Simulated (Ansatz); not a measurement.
Results of PBEsol (Ansatz, a first-principles code, plane waves, PAW) for rutile PbO2.

Numerical settings: plane-wave cutoff 520 eV, 12×12×16 k mesh (along the axes of the cell as run), Fermi–Dirac smearing 0.05 eV, scalar-relativistic PAW data made under PBE.

Response to compression and expansion:

Shape and atoms are relaxed at each volume.

| V (Å³/atom) | P (GPa) | direct gap at Γ (eV) | c (Å) | a (Å) |
|---|---|---|---|---|
| 13.637 | 5.74 | 0.665 | 3.403 | 4.903 |
| 13.921 | 2.69 | 0.682 | 3.408 | 4.951 |
| 14.205 | 0.00 | 0.682 | 3.412 | 4.998 |
| 14.489 | -2.33 | 0.674 | 3.415 | 5.046 |
| 14.773 | -4.35 | 0.665 | 3.417 | 5.093 |

The fundamental gap (0.03 eV at the equilibrium volume, on the SCF mesh) lies elsewhere than Γ–Γ.

Note: the bulk modulus comes from volumes at which shape and atoms were relaxed.

Spin–orbit coupling is not included; it can close the smallest gap of 0.03 eV.
